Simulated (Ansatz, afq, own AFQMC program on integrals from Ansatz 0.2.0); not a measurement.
**SiH4, singlet in 6-31G along one coordinate**

```xyz
5

Si    0.0000    0.0000    0.0000
H     0.8558    0.8587    0.8568
H    -0.8596   -0.8544    0.8574
H    -0.8547    0.8555   -0.8611
H     0.8584   -0.8599   -0.8531
```

The Si1–H5 distance is changed with both sides rigid. Energies in eV count from this geometry (1.485 Å) at the same level; the start stands on RHF, each point on the determinant named.

Basis 6-31G. Noble-gas cores (and the filled d shells of Ga–Kr and In–Xe) are frozen. Ansatz 0.2.0 and our own AFQMC program on the same integrals; the CISD trial comes from CCSD amplitudes, and released means the phaseless constraint is let go. ± is one standard error of the sampling.

Cautions, each for one point or more: cluster runs in doubt by the program's own checks; higher spins were not checked; restricted determinant unstable towards unrestricted; strong correlation; the next higher spin lies close.

| r(Si1–H5) / Å | det. | T1 | weight | CCSD(T) | ph-AFQMC/CISD | released AFQMC | FCI | CCSDT(Q) | B2PLYP | CCSD |
| --- | --- | --- | --- | --- | --- | --- | --- | --- | --- | --- |
| 1.165 | RHF | 0.008 | 0.95 | 1.741 | 1.743 ± 0.0009 | 1.742 ± 0.0005 | 1.742 | 1.742 | 1.650 | 1.738 |
| 1.821 | RHF | 0.009 | 0.93 | 0.479 | 0.479 ± 0.001 | 0.476 ± 0.0007 | 0.477 | 0.477 | 0.578 | 0.485 |
| 2.370 | RHF | 0.018 | 0.88 | 1.947 | 1.948 ± 0.001 | – | 1.937 | 1.938 | 2.341§ | 1.974 |
| 3.345 | RHF | 0.051 | 0.68 | 3.213 | 3.272 ± 0.005 | – | 3.231 | 3.231 | 3.620§ | 3.356 |
| 4.963 | RHF | 0.070 | 0.50 | 3.270 | 3.440 ± 0.007 | 3.443 ± 0.007 | 3.427 | 3.426 | 3.742§ | 3.601 |

Weight is that of the determinant in the CISD state; at the start T1 is 0.008 and the weight 0.94. Symmetry can't show for every point that it stays on the start's state. A dash marks a missing value, a released energy that hasn't settled or a functional that sits on another state. § marks a functional whose ⟨S²⟩ is too high by over 0.1. Largest departures from full CI: CCSD(T) -0.157 eV at 4.963 (on RHF), ph-AFQMC/CISD 0.041 eV at 3.345 (on RHF), released AFQMC 0.016 eV at 4.963 (on RHF), CCSDT(Q) -0.001 eV at 4.963 (on RHF), CCSD 0.174 eV at 4.963 (on RHF). The functionals aren't scored here. In this small basis the wave-function levels are far from their limit, so their gap to the functionals isn't the functionals' error.

Some points may be missing: those where a free walk finds a much lower state, and past Zn most of those on another determinant than at the start.

CCSDT and higher add their correlation energy to the determinant of the CCSD(T) run, since their own runs factorise the integrals more tightly (a shift of under 2 meV). A walk keeps the symmetry of its determinant, which the program's search chose and which needn't be the lowest solution, so a lower state of the same spin and another symmetry isn't excluded. Released energies are given only where the last usable release times agree within the noise; a slower fall can still hide under it.
